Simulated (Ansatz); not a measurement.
`OC(O)Cl` + H–F → `OC(F)Cl` + H₂O at 700 K and 1 bar (substitution at a C–O bond).

Gas-phase electronic energies from Ansatz, PBE0-D4/def2-TZVP geometries. CCSD(T)/CBS adds triple-zeta CCSD(T) − MP2 to the extrapolated MP2 energy (def2 sets, frozen cores). This one scheme is used for every species. Each species was taken in one conformer, which may not be the lowest.

| species | CCSD(T)/CBS energy (Eh) | H − E (kJ/mol) | S (J/(mol·K)) |
| --- | --- | --- | --- |
| `OC(O)Cl` | -649.97660 | 178.0 | 369.1 |
| H–F | -100.39570 | 45.2 | 198.5 |
| `OC(F)Cl` | -673.99326 | 140.6 | 354.4 |
| H₂O | -76.37941 | 80.5 | 218.4 |

H − E and S are ideal-gas, rigid-rotor, harmonic terms from PBE0-D4/def2-TZVP, for one conformer and one mirror image of each species. 1 Eh = 2625.50 kJ/mol, R = 8.31446 J/(mol·K).

**Question.** By hand: ΔE, ΔH, ΔS and ΔG.

**Answer.** ΔE = (-673.99326) + (-76.37941) − (-649.97660) − (-100.39570) = -0.00037 Eh = -1.0 kJ/mol. Δ(H − E) = 140.6 + 80.5 − 178.0 − 45.2 = -2.1, so ΔH = -3.1 kJ/mol. ΔS = 354.4 + 218.4 − 369.1 − 198.5 = 5.2 J/(mol·K). ΔG = -3.1 − 700 × (5.2)/1000 = -6.7 kJ/mol.

**Question.** By hand: the equilibrium constant, and the temperature at which ΔG would vanish if ΔH and ΔS stayed fixed.

**Answer.** log₁₀ K = −ΔG/(RT ln 10) = 0.5. ΔH and −TΔS have one sign here, so there is no such temperature. One of them is within its doubt of zero, so this could turn.

TΔS isn't small against ΔH here. A doubt of 5 kJ/mol in ΔE shifts log₁₀ K by 0.4 here. Other conformers and mirror images would add mixing entropy, several J/(mol·K) or more a flexible species. These are equilibria of isolated gas molecules and say nothing of rates. Largest T1 diagnostic: 0.011 (customary marks: 0.02 for closed shells, 0.045 for open ones).
